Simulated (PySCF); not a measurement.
Compound: C₃H₃ (charge +1).
Cartesian coordinates in Å at the PBE0-D3(BJ)/def2-SVP level; atoms count from 1:
```
atom  x, y, z in Å
C1    -0.397   -0.679   -0.012
C2    -0.389    0.685    0.005
C3     0.788   -0.004    0.010
H4    -0.949   -1.623   -0.030
H5    -0.931    1.635    0.010
H6     1.882   -0.011    0.022
```

Computed, not measured: PBE0-D3(BJ)/def2-SVP geometry optimisation, gas phase in PySCF 2.14.0.

Take the most abundant isotopes and a rigid rotor. 

(1) What are A, B and C (MHz)?

(2) What kind of rotor is it?

(3) What does the inertial defect say?

Results:

(1) Ia = 16.51, Ib = 16.51, Ic = 33.03 u·Å²; 505379 MHz·u·Å²/I gives A = 30605, B = 30605, C = 15303 MHz.

(2) An oblate symmetric top, as the point group D3h requires two equal moments: κ = (2 × 30605 − 30605 − 15303)/(30605 − 15303) = 1.00.

(3) Planar: Δ = Ic − Ia − Ib = 0.00 u·Å². For a rigid frame Δ = −2 Σ m c², so it vanishes when all atoms lie in the ab plane; here none is more than 0.01 Å from it.

The point group D3h allows no dipole (computed: 0.00 D (about the centre of mass, as the species is charged)), so a rigid rotor has no electric-dipole lines.

**Question.** Estimate the classical rotational partition function at 10 K, 25 K and 100 K.

**Answer.** Point group D3h, symmetry number σ = 6; q = (√π/σ)·√((kT/h)³/(ABC)), k/h = 20836.6 MHz/K: 7.4 at 10 K, 29.3 at 25 K, 235 at 100 K.

Whether it is a minimum is left open (no frequencies). These are rigid-rotor constants of the computed structure; measured ground-state constants (B0) also hold zero-point vibration.

Hardware: one thread, Arm Neoverse V1 (aarch64) (shared host). Cost: 3.2 s wall, 0.28 GiB resident at most. This is the geometry optimisation.
